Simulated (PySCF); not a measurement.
**Stretching Na₂⁺**

Set-up: basis Na 6-31G(d,p); no relativity; PySCF 2.14. Energies in eV from Na⁺ + Na in their ground configurations at the same level. State: doublet, unpaired electrons σ ↑.

All columns are r²SCAN0.

```json
{"R (Å)": "3.111", "E (eV)": "-0.905", "HOMO (eV)": "-8.80", "LUMO (eV)": "-6.19", "Mayer bond order": "0.50", "⟨S²⟩": "0.75"}
{"R (Å)": "3.256", "E (eV)": "-0.952", "HOMO (eV)": "-8.67", "LUMO (eV)": "-6.13", "Mayer bond order": "0.50", "⟨S²⟩": "0.75"}
{"R (Å)": "3.401", "E (eV)": "-0.979", "HOMO (eV)": "-8.54", "LUMO (eV)": "-6.07", "Mayer bond order": "0.50", "⟨S²⟩": "0.75"}
{"R (Å)": "3.510", "E (eV)": "-0.988", "HOMO (eV)": "-8.44", "LUMO (eV)": "-6.02", "Mayer bond order": "0.50", "⟨S²⟩": "0.75"}
{"R (Å)": "3.618", "E (eV)": "-0.989", "HOMO (eV)": "-8.35", "LUMO (eV)": "-5.98", "Mayer bond order": "0.50", "⟨S²⟩": "0.75"}
{"R (Å)": "3.727", "E (eV)": "-0.984", "HOMO (eV)": "-8.25", "LUMO (eV)": "-5.94", "Mayer bond order": "0.50", "⟨S²⟩": "0.75"}
{"R (Å)": "3.871", "E (eV)": "-0.969", "HOMO (eV)": "-8.13", "LUMO (eV)": "-5.89", "Mayer bond order": "0.50", "⟨S²⟩": "0.75"}
{"R (Å)": "4.052", "E (eV)": "-0.939", "HOMO (eV)": "-7.99", "LUMO (eV)": "-5.84", "Mayer bond order": "0.50", "⟨S²⟩": "0.75"}
{"R (Å)": "4.269", "E (eV)": "-0.893", "HOMO (eV)": "-7.82", "LUMO (eV)": "-5.78", "Mayer bond order": "0.50", "⟨S²⟩": "0.75"}
{"R (Å)": "4.559", "E (eV)": "-0.822", "HOMO (eV)": "-7.63", "LUMO (eV)": "-5.72", "Mayer bond order": "0.50", "⟨S²⟩": "0.75"}
```

The state was picked by a PBE0 search and need not be the measured ground state.
